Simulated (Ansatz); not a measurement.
Relaxation of BFH5N (8 atoms, charge 0, multiplicity 1), to a largest force component of 0.03 eV/Å in at most 50 steps.

The calculation used RKS BHLYP-D4/def2-SVP (Ansatz 0.2.0).

```xyz
8
Properties=species:S:1:pos:R:3:forces:R:3
B 0.108 -0.543 -0.228 -0.03 -2.49 0.64
H -0.239 0.377 1.960 -0.27 1.62 0.40
H 1.104 0.114 -0.314 0.01 -0.05 -0.03
F -1.049 -0.036 -0.626 0.11 -0.08 0.01
N 0.136 -1.914 0.282 -0.02 2.15 -1.12
H -0.692 -2.480 0.365 0.03 0.07 -0.03
H 0.979 -2.354 0.603 0.00 0.02 -0.06
H -0.143 -0.328 1.891 0.16 -1.24 0.19
```

Question: Where does it end, and by what steps?

Answer: The run converged. The force dipped under the threshold on the way, but the program's further checks kept it going. After 24 steps the energy has fallen by 0.358 eV; H2 moved furthest, 1.28 Å.

| step | energy less start (eV) | largest force component (eV/Å) | accepted |
| --- | --- | --- | --- |
| 0 | 0.0000 | 2.486 | yes |
| 1 | -0.2386 | 1.077 | yes |
| 2 | -0.3073 | 0.301 | yes |
| 3 | -0.3283 | 0.258 | yes |
| 4 | -0.3338 | 0.109 | yes |
| 5 | -0.3351 | 0.102 | yes |
| 6 | -0.3360 | 0.082 | yes |
| 7 | -0.3373 | 0.181 | yes |
| 8 | -0.3385 | 0.236 | yes |
| 9 | -0.3407 | 0.237 | yes |
| 10 | -0.3412 | 0.422 | yes |
| 11 | -0.3385 | 0.383 | no |
| 12 | -0.3480 | 0.085 | yes |
| 13 | -0.3507 | 0.025 | yes |
| 14 | -0.3440 | 0.664 | no |
| 15 | -0.3528 | 0.076 | yes |
| 16 | -0.3542 | 0.172 | yes |
| 17 | -0.3555 | 0.159 | yes |
| 18 | -0.3554 | 0.148 | no |
| 19 | -0.3566 | 0.070 | yes |
| 20 | -0.3576 | 0.059 | yes |
| 21 | -0.3579 | 0.043 | yes |
| 22 | -0.3581 | 0.043 | yes |
| 23 | -0.3583 | 0.040 | yes |
| 24 | -0.3583 | 0.030 | yes |

```xyz
8
Properties=species:S:1:pos:R:3
B 0.173 -0.743 -0.785
H -0.261 0.144 3.219
H 1.197 -0.180 -1.050
F -0.916 -0.469 -1.494
N 0.097 -1.672 0.244
H -0.751 -2.161 0.471
H 0.889 -1.929 0.802
H -0.226 -0.153 2.527
```

Whether the end is a true minimum wasn't checked by a vibrational analysis.

Time of the run: 20 s on 1 thread of AMD EPYC 9R45 96-Core Processor (Zen 5) (shared host), peak memory 0.15 GiB.
